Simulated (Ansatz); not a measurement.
# How far each method lies from full CI for HBS, singlet

Geometry: a PBE0/def2-TZVP stationary point for this spin, not checked as a minimum.

```yaml
atoms:
  - { symbol: B, position_ang: [0.0000, 0.0000, 0.1409] }
  - { symbol: S, position_ang: [0.0000, 0.0000, -1.4569] }
  - { symbol: H, position_ang: [0.0000, 0.0000, 1.3159] }
```

Basis 6-31G; Ansatz 0.2.0. Only valence electrons are correlated (noble-gas cores frozen), which leaves 10 electrons in 18 orbitals. R marks a restricted (for open shells ROHF) determinant. Active spaces: valence = (10e, 9o) chosen from the atoms' valence shells; pair = (2e, 2o) about the gap.

Full CI is exact within this basis and frozen core; it isn't the basis-set limit.

```
UHF ⟨S²⟩                          : 0.000
T1 diagnostic (RCCSD)             : 0.0278
largest doubles amplitude (RCCSD) : 0.092
```

| level | E − E(RHF) (eV) |
| --- | --- |
| RMP2 | -3.0772 |
| RCCSD | -3.4239 |
| RCCSD(T) | -3.5768 |

(1) Estimate how far full CI in 6-31G lies from RCCSD(T). The table doesn't fix it; the size of (T) and the diagnostics are the guide.

(1) Full CI in 6-31G lies 0.81 mEh below RCCSD(T), which is 14 % of the (T) step (-5.62 mEh). T1 is raised, but (T) still catches most of what CCSD lacks.

The other levels:

```json
{"level": "CISD", "E − E(full CI) (mEh)": "13.07", "share of correlation (%)": "90.12", "wall time": "0.51 s"}
{"level": "BCCD(T)", "E − E(full CI) (mEh)": "0.74", "share of correlation (%)": "99.44", "wall time": "0.24 s"}
{"level": "RCCSDT", "E − E(full CI) (mEh)": "-0.18", "share of correlation (%)": "100.14", "wall time": "–"}
{"level": "CISDTQ", "E − E(full CI) (mEh)": "0.86", "share of correlation (%)": "99.35", "wall time": "2.2 s"}
{"level": "RCCSDT(Q)", "E − E(full CI) (mEh)": "-0.03", "share of correlation (%)": "100.03", "wall time": "0.63 s"}
{"level": "RCCSDTQ", "E − E(full CI) (mEh)": "-0.03", "share of correlation (%)": "100.03", "wall time": "6.5 s"}
{"level": "CASSCF (valence space)", "E − E(full CI) (mEh)": "38.02", "share of correlation (%)": "71.25", "wall time": "–"}
{"level": "NEVPT2 (valence space)", "E − E(full CI) (mEh)": "10.62", "share of correlation (%)": "91.97", "wall time": "3.2 s"}
{"level": "MRCISD (valence space)", "E − E(full CI) (mEh)": "1.04", "share of correlation (%)": "99.21", "wall time": "–"}
{"level": "MRCISD+Q (valence space)", "E − E(full CI) (mEh)": "0.24", "share of correlation (%)": "99.82", "wall time": "4.5 s"}
```

The correlation energy at full CI, counted from RHF, is -3.599 eV. That run took 95 s on 1 thread of Arm Neoverse V2, shared host over 18,367,552 determinants.

Run but not shown, since their state, orbitals or frozen core can't be matched to the reference's or they repeat it: CASSCF (pair space), NEVPT2 (pair space), MRCISD (pair space), MRCISD+Q (pair space).

Times hold each run's SCF and search for its determinant on a shared host, so for small cases they say little of a method's own cost; they ran on 1 thread of Arm Neoverse V2. Some runs computed forces too.

Not variational, and here over 5 meV under the exact energy: RCCSDT.

The full-CI state has the irrep A1 of C2v, in the program's axes (one component, if the state is degenerate).

Natural occupations of full CI about the gap: 1.988 1.969 1.966 1.938 1.938 0.059 0.059 0.032 0.016 0.009; effectively unpaired electrons, Σ n²(2−n)², 0.07.
